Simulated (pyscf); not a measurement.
A first-order saddle from PySCF, ωB97X-D3(BJ)/def2-SVP:

```
N
C 1 1.4495
H 2 1.0987 1 110.61
H 2 1.1070 3 108.16 1 -121.64
H 2 1.1073 3 108.06 4 -115.84
C 1 1.4518 2 112.34 3 -176.55
H 6 1.0990 1 110.71 2 178.02
H 6 1.1070 7 108.19 1 121.64
H 6 1.1075 7 107.82 8 115.66
Si 1 1.7358 2 125.45 3 12.76
H 10 1.4896 1 123.75 2 64.79
H 10 1.5073 11 103.69 1 -109.89
O 10 1.8999 11 107.44 12 -94.97
H 13 0.9690 10 115.21 11 162.30
H 13 1.1421 14 116.11 10 -83.11
H 15 1.1194 13 137.92 14 119.88
```

Surface: singlet, charge 0. Lowest wavenumbers (cm⁻¹): 1262i, 103, 115, 179, 209.

What reaction is this the transition state of?

H₃C–N(CH₃)–SiH₃ (SMILES CN(C)[SiH3]) + H₂O (SMILES O) <-> H₃C–N(CH₃)–SiH₂–OH (SMILES CN(C)[SiH2]O) + H₂ (SMILES [H][H]), a four-centre exchange read from left to right: H–Si, H–O broken and O–Si, H–H formed. At ωB97M-D3(BJ)/def2-TZVP it lies +124.1 kJ/mol from the left side and +215.3 kJ/mol from the right (each side as separated species at their lowest minima found). This is the saddle that the search found; another between the same sides may lie lower.
